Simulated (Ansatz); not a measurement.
Relaxing a trial structure of CHSi−

The starting geometry of this gas-phase singlet was optimised with GFN2-xTB.

| atom | x (Å) | y (Å) | z (Å) |
| --- | --- | --- | --- |
| C | -2.4097 | 0.1167 | 3.1887 |
| Si | -0.9115 | 0.7620 | 2.8051 |
| H | 0.4268 | 1.3387 | 2.4624 |

**Question.** Predict what it relaxes into with PBE0-D3(BJ)/def2-SVPD.

**Answer.** It rearranges to `C#[Si-]`. Contacts that open: Si2–H3 (1.50 → 2.73 Å). Contacts that close: C1–H3 (3.17 → 1.09 Å).

The energy falls by 2.75 eV over 25 steps:

| step | E − E(last) (eV) |
| --- | --- |
| 1 | 2.750 |
| 4 | 2.744 |
| 6 | 2.744 |
| 9 | 2.737 |
| 12 | 2.596 |
| 14 | 2.489 |
| 17 | 1.301 |
| 20 | 0.845 |
| 22 | 0.261 |
| 25 | 0.000 |

Final geometry (Å):

```xyz
3

C    -1.0068    0.9097    2.7631
Si   -0.6324   -0.6117    3.2595
H    -1.2552    1.9195    2.4336
```

The end wasn't checked by frequencies. Run with Ansatz 0.2.0, 16 s on 1 thread of Intel(R) Xeon(R) Platinum 8375C CPU @ 2.90GHz (Ice Lake) (shared host).
